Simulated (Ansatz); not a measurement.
`CC(F)(F)Cl` + CH₃OH → `COC(C)(F)Cl` + H–F at 600 K and 1 bar (substitution at a C–F bond).

Computed with Ansatz on PBE0-D4/def2-TZVP structures; ΔE is electronic, products minus reactants. CCSD(T)/CBS is the MP2 limit (def2-TZVPP, def2-QZVPP) plus CCSD(T) − MP2 in def2-TZVPP, frozen cores. This one scheme is used for every species. Each species was taken in one conformer, which may not be the lowest.

```
      species  CCSD(T)/CBS energy (Eh)  H − E (kJ/mol)  S (J/(mol·K))
 `CC(F)(F)Cl`               -737.27590           180.4          377.4
        CH₃OH               -115.61712           163.6          277.3
`COC(C)(F)Cl`               -752.50251           302.8          441.1
          H–F               -100.39570            42.3          194.0
```

H − E and S are ideal-gas, rigid-rotor, harmonic terms from PBE0-D4/def2-TZVP, for one conformer and one mirror image of each species. 1 Eh = 2625.50 kJ/mol, R = 8.31446 J/(mol·K).

By hand: ΔE, ΔH, ΔS and ΔG.

ΔE = (-752.50251) + (-100.39570) − (-737.27590) − (-115.61712) = -0.00519 Eh = -13.6 kJ/mol. Δ(H − E) = 302.8 + 42.3 − 180.4 − 163.6 = 1.1, so ΔH = -12.5 kJ/mol. ΔS = 441.1 + 194.0 − 377.4 − 277.3 = -19.6 J/(mol·K). ΔG = -12.5 − 600 × (-19.6)/1000 = -0.7 kJ/mol.

By hand: the equilibrium constant, and the temperature at which ΔG would vanish if ΔH and ΔS stayed fixed.

log₁₀ K = −ΔG/(RT ln 10) = 0.1. ΔG = 0 at ΔH/ΔS = 638 K, though so small a ΔS makes that figure unsure.

TΔS isn't small against ΔH here. The sign of ΔG lies within the doubt. A doubt of 5 kJ/mol in ΔE shifts log₁₀ K by 0.4 here. Other conformers and mirror images would add mixing entropy, several J/(mol·K) or more a flexible species. These are equilibria of isolated gas molecules and say nothing of rates. Largest T1 diagnostic: 0.011 (customary marks: 0.02 for closed shells, 0.045 for open ones).
